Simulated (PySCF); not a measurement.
The numbers below are computed, except where a source is named.
PH2S2O

The system: PH2S2O, a small molecule; neutral, doublet. The structure, one conformer, was relaxed in the gas phase by PBE0-D3(BJ)/def2-SVP. No frequency run checks that it is a minimum.

SMILES: O=[P](S)S

```csv
atom,x (Å),y (Å),z (Å)
P1,-0.237,0.406,-0.220
O2,0.020,1.576,0.679
S3,1.508,-0.529,-1.000
S4,-1.150,-1.341,0.592
H5,2.233,0.592,-0.781
H6,-2.355,-0.737,0.707
```

EPR values by unrestricted B3LYP, IGLO-III on O P S, pcH-1 on H.

Question: Predict g and the largest hyperfine couplings. Where does the spin sit?

Answer: g = 2.0030, 2.0075, 2.0105. The spin sits on P1 (46 %, bonded to 1 O + 2 S) by Mulliken populations.
```tsv
atom	isotope	isotropic (MHz)	dipolar, principal values (MHz)
P1	31P	1600.7	-137.6, -123.4, 261.0
O2	17O	-18.1	-78.3, 38.4, 39.9
S3	33S	9.1	-21.6, -19.0, 40.6
S4	33S	2.9	-21.0, -19.5, 40.4
H6	1H	6.8	-5.9, -0.9, 6.8
H5	1H	-7.4	-5.3, 0.0, 5.3
```

Question: How do the isotropic couplings move with BHandHLYP?

Answer: P1 1600.7 to 1626.1 MHz, O2 -18.1 to -28.1 MHz, S3 9.1 to 10.7 MHz, S4 2.9 to 2.3 MHz.
